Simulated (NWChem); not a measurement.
Everything below was run with NWChem. System: chloroform (CHCl$_{3}$), charge 0, spin multiplicity 1, optimised in this run. Level: B3LYP/def2-SVP.

Output (cleaned and shortened):

```
             Northwest Computational Chemistry Package (NWChem) 7.3.0
             --------------------------------------------------------

                                NWChem Input Module
                                -------------------

 Scaling coordinates for geometry "geometry" by  1.889725989
 (inverse scale =  0.529177249)

 Turning off AUTOSYM since
 SYMMETRY directive was detected!

          ------
          auto-z
          ------
  Looking for out-of-plane bends

                             Geometry "geometry" -> ""
                             -------------------------

 Output coordinates in angstroms (scale by  1.889725989 to convert to a.u.)

  No.       Tag          Charge          X              Y              Z
 ---- ---------------- ---------- -------------- -------------- --------------
    1 Cl                  17.0000    -0.83936978     0.07035684     1.45108400
    2 C                    6.0000     0.00995422    -0.48096716     0.00000000
    3 Cl                  17.0000    -0.83936978     0.07035684    -1.45108400
    4 Cl                  17.0000     1.67334422     0.12151784     0.00000000
    5 H                    1.0000     0.03199522    -1.57213316     0.00000000

 Effective nuclear repulsion energy (a.u.)     263.9618650352

            Nuclear Dipole moment (a.u.)
            ----------------------------
        X                 Y               Z
 ---------------- ---------------- ----------------
     0.0000000000     0.0000000000     0.0000000000

      Symmetry information
      --------------------

 Group name             Cs
 Group number              2
 Group order               2
 No. of unique centers     4

      Symmetry unique atoms

     1    2    4    5


 Summary of "ao basis" -> "" (spherical)
 ------------------------------------------------------------------------------
       Tag                 Description            Shells   Functions and Types
 ---------------- ------------------------------  ------  ---------------------
 *                          def2-svp                  on all atoms

                           NWChem Geometry Optimization
                           ----------------------------

 maximum gradient threshold         (gmax) =   0.000450
 rms gradient threshold             (grms) =   0.000300
 maximum cartesian step threshold   (xmax) =   0.001800
 rms cartesian step threshold       (xrms) =   0.001200
 fixed trust radius                (trust) =   0.300000
[...]
   13   -4.64094D+00 -2.46694D-07  5.33497D+01
   14   -1.65810D-01 -6.81495D-06 -6.04372D+00  3.50449D+02
   15   -7.94406D-06  7.68903D-01 -5.53119D-06 -4.78023D-05  5.32256D+01

 center of mass
 --------------
 x =  -0.00022459 y =   0.01232361 z =   0.00000000

 moments of inertia (a.u.)
 ------------------
         561.768693420820         -10.618445733912           0.000000000000
         -10.618445733912        1083.028718691535           0.000000000000
           0.000000000000           0.000000000000         561.532417849844

 Rotational Constants
 --------------------
 A=   0.107207 cm-1  (  0.154243 K)
 B=   0.107203 cm-1  (  0.154238 K)
 C=   0.055574 cm-1  (  0.079957 K)

 Temperature                      =   298.15K
 frequency scaling parameter      =   1.0000

 Zero-Point correction to Energy  =   12.358 kcal/mol  (  0.019694 au)
 Thermal correction to Energy     =   15.169 kcal/mol  (  0.024173 au)
 Thermal correction to Enthalpy   =   15.761 kcal/mol  (  0.025117 au)

 Total Entropy                    =   72.909 cal/mol-K
   - Translational                =   40.191 cal/mol-K (mol. weight = 117.9144)
   - Rotational                   =   27.314 cal/mol-K (symmetry #  =        1)
   - Vibrational                  =    5.404 cal/mol-K

 Cv (constant volume heat capacity) =   13.773 cal/mol-K
   - Translational                  =    2.979 cal/mol-K
   - Rotational                     =    2.979 cal/mol-K
   - Vibrational                    =    7.814 cal/mol-K


 ----------------------------------------------------------------------------
 Normal Eigenvalue ||    Projected Derivative Dipole Moments (debye/angs)
  Mode   [cm**-1]  ||      [d/dqX]             [d/dqY]           [d/dqZ]
 ------ ---------- || ------------------ ------------------ -----------------
    1       -0.000 ||      -0.001              -0.000            -0.006
    2       -0.000 ||       0.036               0.001             0.064
    3       -0.000 ||      -0.035              -0.001             0.063
    4        0.000 ||       0.001               0.000             0.002
    5        0.000 ||       0.001               0.000             0.001
    6        0.000 ||      -0.075              -0.002             0.001
    7      256.843 ||      -0.039              -0.001             0.001
    8      256.852 ||       0.001               0.000             0.039
    9      364.916 ||      -0.002               0.106            -0.000
   10      667.836 ||       0.010              -0.415             0.000
   11      743.959 ||       0.003               0.000             1.996
   12      744.056 ||      -1.996              -0.041             0.003
   13     1220.763 ||      -0.001              -0.000            -0.733
   14     1220.783 ||      -0.733              -0.015             0.001
   15     3172.970 ||      -0.001               0.071            -0.000
 ----------------------------------------------------------------------------

 ----------------------------------------------------------------------------
 Normal Eigenvalue ||           Projected Infra Red Intensities
  Mode   [cm**-1]  || [atomic units] [(debye/angs)**2] [(KM/mol)] [arbitrary]
 ------ ---------- || -------------- ----------------- ---------- -----------
    1       -0.000 ||    0.000002           0.000         0.001       0.001
    2       -0.000 ||    0.000234           0.005         0.229       0.088
    3       -0.000 ||    0.000229           0.005         0.223       0.085
    4        0.000 ||    0.000000           0.000         0.000       0.000
    5        0.000 ||    0.000000           0.000         0.000       0.000
    6        0.000 ||    0.000245           0.006         0.239       0.092
    7      256.843 ||    0.000065           0.001         0.063       0.024
    8      256.852 ||    0.000064           0.001         0.063       0.024
    9      364.916 ||    0.000490           0.011         0.478       0.183
   10      667.836 ||    0.007470           0.172         7.282       2.794
   11      743.959 ||    0.172739           3.985       168.394      64.597
   12      744.056 ||    0.172734           3.985       168.390      64.595
   13     1220.763 ||    0.023309           0.538        22.723       8.717
   14     1220.783 ||    0.023315           0.538        22.729       8.719
   15     3172.970 ||    0.000218           0.005         0.212       0.081
 ----------------------------------------------------------------------------

 Task  times  cpu:       68.4s     wall:       68.4s

 Total times  cpu:       80.3s     wall:       80.3s
```

Problem. Write an NWChem input that would produce this output.

Solution. Several could match; the one computed here: 
```
start mol
memory heap 200 mb stack 900 mb global 1100 mb
geometry units angstroms
  Cl    -0.839370     0.070357     1.451084
  C      0.009954    -0.480967     0.000000
  Cl    -0.839370     0.070357    -1.451084
  Cl     1.673344     0.121518     0.000000
  H      0.031995    -1.572133     0.000000
  symmetry group Cs
end
basis spherical
  * library def2-svp
end
dft
  xc b3lyp
  semidirect memsize 60000000 filesize 0
  iterations 100
end
driver
  maxiter 80
end
task dft optimize
task dft freq
```
